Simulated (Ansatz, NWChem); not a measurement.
Computed against measured: dipole moment

6 molecules without hydrogen; the dipole moment in D, computed less measured. Shapes, held fixed at every level: PBE0-D4/def2-TZVP. No vibrational averaging. Dipoles are compared by magnitude; molecules under 1 D, whose direction can flip, are left out. Programs: Ansatz 0.2.0, NWChem 7.3.0. A level may come from different programs for different species; with the same settings they agree closely. Measured values: NIST CCCBDB.

Levels: A = PBE0/def2-SVP; B = B3LYP-D4/def2-TZVPP; C = wB97M-V/def2-TZVPP.

```json
{"molecule": "NS (SMILES [N]=S)", "measured": "1.81", "A": "+0.01", "B": "+0.08", "C": "+0.11"}
{"molecule": "SO2 (sulfur dioxide)", "measured": "1.63", "A": "+0.12", "B": "+0.10", "C": "+0.17"}
{"molecule": "PF3 (phosphorus trifluoride)", "measured": "1.03", "A": "+0.07", "B": "+0.02", "C": "+0.04"}
{"molecule": "SCl2O2 (sulfuryl chloride)", "measured": "1.81", "A": "-0.18", "B": "+0.05", "C": "+0.14"}
{"molecule": "SO2F2 (SMILES O=S(=O)(F)F)", "measured": "1.12", "A": "-0.08", "B": "+0.01", "C": "+0.04"}
{"molecule": "C2F3N (SMILES N#CC(F)(F)F)", "measured": "1.33", "A": "-0.05", "B": "+0.07", "C": "+0.07"}
```

(1) Sum up the errors.

Results:

(1) 
```
              level                    kind  mean error  mean absolute error  worst case
      PBE0/def2-SVP           global hybrid      -0.018                0.085      SCl2O2
B3LYP-D4/def2-TZVPP           global hybrid      +0.055                0.055         SO2
 wB97M-V/def2-TZVPP  range-separated hybrid      +0.095                0.095         SO2
```

On this set B3LYP-D4/def2-TZVPP has the smallest mean absolute error and wB97M-V/def2-TZVPP the largest. B3LYP-D4/def2-TZVPP is too high in 6 of 6; wB97M-V/def2-TZVPP is too high in 6 of 6. The levels differ in basis as well as in method. The tabulated value of C2F3N is in doubt (older tables, estimates, or at odds with other calculations) and kept here. Over the 5 molecules whose values aren't doubted the mean absolute errors are A 0.092; B 0.052; C 0.100. The smallest two are near a tie. The largest two are near a tie. Open shells run unrestricted. The set is small.
